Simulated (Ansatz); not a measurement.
`CC=C=N` + `OC1=NC1` → `COC1=NC1` + `C=C=N` at 500 K and 1 bar (substitution at a C–C bond).

Calculated with Ansatz (gas phase, PBE0-D4/def2-TZVP geometries, no zero-point term in ΔE). CBS: MP2 limit from def2 TZ/QZ plus the TZ coupled-cluster correction, frozen cores. This one scheme is used for every species. Each species was taken in one conformer, which may not be the lowest.

| species | CCSD(T)/CBS energy (Eh) | H − E (kJ/mol) | S (J/(mol·K)) |
| --- | --- | --- | --- |
| `CC=C=N` | -171.81187 | 225.2 | 332.7 |
| `OC1=NC1` | -207.69976 | 161.8 | 306.2 |
| `COC1=NC1` | -246.94586 | 245.0 | 357.4 |
| `C=C=N` | -132.55079 | 140.3 | 282.8 |

H − E and S are ideal-gas, rigid-rotor, harmonic terms from PBE0-D4/def2-TZVP, for one conformer and one mirror image of each species. 1 Eh = 2625.50 kJ/mol, R = 8.31446 J/(mol·K).

Question: By hand: ΔE, ΔH, ΔS and ΔG.

Answer: ΔE = (-246.94586) + (-132.55079) − (-171.81187) − (-207.69976) = 0.01498 Eh = 39.3 kJ/mol. Δ(H − E) = 245.0 + 140.3 − 225.2 − 161.8 = -1.7, so ΔH = 37.6 kJ/mol. ΔS = 357.4 + 282.8 − 332.7 − 306.2 = 1.3 J/(mol·K). ΔG = 37.6 − 500 × (1.3)/1000 = 37.0 kJ/mol.

Question: By hand: the equilibrium constant, and the temperature at which ΔG would vanish if ΔH and ΔS stayed fixed.

Answer: log₁₀ K = −ΔG/(RT ln 10) = -3.9. ΔG = 0 at ΔH/ΔS = 28923 K, far beyond where these terms or the molecules hold.

The number of gas molecules stays the same, so ΔS is small and ΔH decides. A doubt of 5 kJ/mol in ΔE shifts log₁₀ K by 0.5 here. Other conformers and mirror images would add mixing entropy, several J/(mol·K) or more a flexible species. These are equilibria of isolated gas molecules and say nothing of rates. Largest T1 diagnostic: 0.015 (customary marks: 0.02 for closed shells, 0.045 for open ones).
